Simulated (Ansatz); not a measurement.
Take a crystal in which Mg has been replaced by Be on all its sites, with the cell rescaled by a rough guess (in some cases also distorted within its space group) and nothing relaxed:

```cif
data_structure
_symmetry_space_group_name_H-M 'P 1'
_symmetry_Int_Tables_number 1
_cell_length_a 5.1935
_cell_length_b 5.1935
_cell_length_c 5.1935
_cell_angle_alpha 90.000
_cell_angle_beta 90.000
_cell_angle_gamma 90.000
_cell_volume 140.08
loop_
_atom_site_label
_atom_site_type_symbol
_atom_site_fract_x
_atom_site_fract_y
_atom_site_fract_z
_atom_site_occupancy
Ca1 Ca 0.50000 0.50000 0.00000 1
Ca2 Ca 0.50000 0.00000 0.50000 1
Ca3 Ca 0.00000 0.50000 0.50000 1
Be1 Be 0.00000 0.00000 0.00000 1
```

Theory: DFT PBEsol, scalar-relativistic, plane waves, PAW in Ansatz.

Settings: cutoff 420 eV, Γ-centred mesh 8×8×8 on the computed 4-atom cell, Gaussian smearing of 0.10 eV; no spin polarisation.

(1) What pressure does the cell carry?

(2) Is it a metal on this mesh?

(3) What is its energy against the elements in their standard states?

## Answers

(1) The pressure is -2.9 GPa (positive in compression), so the cell would contract.

(2) Yes, a band crosses the Fermi level.

(3) +0.439 eV/atom at this unrelaxed geometry, with the elements in the same functional.